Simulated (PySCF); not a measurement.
Molecule: `OP(=O)(O)O`, H₃O₄P.

Numbering as in the mapped SMILES `[O:1]=[P:2]([OH:3])([OH:4])[OH:5]`; H(Xn) means a hydrogen on atom n.

Geometry PBE0-D3(BJ)/def2-SVP throughout; GIAO in PySCF, gas phase, one conformer, non-relativistic; equivalent atoms averaged; functional PBE0.

**Question.** How do the absolute shieldings σ depend on the basis set? (ppm; last column core-seconds on shared hosts with different chips, so compare them loosely)

**Answer.** 
```csv
basis set,functions,O1,O3/O4/O5,P2,H(O3)/H(O4)/H(O5),core-s
STO-3G,32,281.7,356.7,552.2,33.81,1.7
6-31G,55,188.0,233.9,364.0,30.45,3.2
pcSseg-0,55,177.5,250.0,281.1,30.89,4.5
6-31G*,80,198.6,236.9,376.0,29.29,4.3
def2-SVP,89,193.1,244.0,385.7,28.93,4.3
cc-pVDZ,89,192.4,244.3,389.2,29.13,7.8
pcSseg-1,107,164.7,226.3,310.1,28.31,5.7
aug-cc-pVDZ,146,195.6,236.7,371.9,28.57,16
"6-311+G(2d,p)",161,173.5,221.3,296.8,28.68,10
def2-TZVP,179,173.3,222.3,280.7,28.71,12
cc-pVTZ,196,177.9,227.9,319.6,28.36,24
IGLO-III,214,168.5,217.9,306.6,28.36,24
pcSseg-2,229,171.0,220.5,296.6,28.13,25
```

**Question.** Which nucleus moves most, in ppm?

**Answer.** P2 (phosphorus bonded to 4 O): from 280.7 ppm with def2-TZVP to 552.2 ppm with STO-3G. The smallest spread is 5.68 ppm, at H(O3)/H(O4)/H(O5).

**Question.** Taking the largest basis, pcSseg-2 (229 functions), as the yardstick, rank the others by their worst heavy-atom deviation.

**Answer.** 6-311+G(2d,p) 2.6 ppm (161 functions), IGLO-III 10.0 ppm (214 functions), pcSseg-1 13.5 ppm (107 functions), def2-TZVP 15.8 ppm (179 functions), cc-pVTZ 23.0 ppm (196 functions), pcSseg-0 29.6 ppm (55 functions), 6-31G 67.4 ppm (55 functions), aug-cc-pVDZ 75.3 ppm (146 functions), 6-31G* 79.4 ppm (80 functions), def2-SVP 89.1 ppm (89 functions), cc-pVDZ 92.6 ppm (89 functions), STO-3G 255.6 ppm (32 functions).

A small basis that lands close on one nucleus may do so by chance; judge by the trend and by all nuclei.
